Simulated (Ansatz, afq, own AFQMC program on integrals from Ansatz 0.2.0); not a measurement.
GeH4⁺, doublet: AFQMC among the cluster methods

```xyz
5

Ge    0.0183    0.0331   -0.0332
H     0.5796    1.0670    0.9994
H    -1.9454   -3.5151    3.5234
H    -0.5409    1.0639   -1.0700
H     0.5861   -1.0019   -1.0611
```

Basis cc-pVDZ. Only valence electrons are correlated. AFQMC by an in-house program on the Cholesky factors that Ansatz 0.2.0 writes for its CCSD(T) run. ph-AFQMC/CISD is guided by a CISD state made of CCSD amplitudes; releasing the constraint for a short imaginary time cuts its bias at the price of noise, slowly where states lie close. ± is one standard error of the sampling. No spin–orbit coupling.

Determinant: UHF, the one that the program's search chose, which needn't be the lowest solution. The geometry is a point of a scan.

No full CI on the walks' own integrals is used here; CCSDT(Q) serves as the reference and is uncertain by about the last step of the cluster series.

Cautions: no relativity below Rb; no spin-orbit coupling; inner d shell frozen.

- T1 diagnostic: 0.0109
- weight of the determinant in the CISD state: 0.926
- ⟨S²⟩ of the determinant: 0.750
- size of the correlated space: 7 electrons in 33 orbitals

Reference: CCSDT(Q), correlation energy -3.097 eV. The released energy is read at 2.40 1/Eh (meV from the phaseless value at times in 1/Eh: 4 ± 6 at 0.24, 4 ± 4 at 0.51, 4 ± 4 at 0.99, 0 ± 4 at 1.62, 0 ± 6 at 2.40).

```
         level  E − E(reference) (mEh)  share of correlation (%)
            HF                  113.82                      0.00
           MP2                   28.79                     74.70
          CCSD                    2.53                     97.78
       CCSD(T)                    0.61                     99.46
         CCSDT                    0.05                     99.96
 ph-AFQMC/CISD             0.04 ± 0.14                     99.97
released AFQMC             0.03 ± 0.21                     99.97
```

A walk keeps the symmetry of its determinant, which the program's search chose and which needn't be the lowest solution, so a lower state of the same spin and another symmetry isn't excluded. Released energies are given only where the last usable release times agree within the noise; a slower fall can still hide under it.
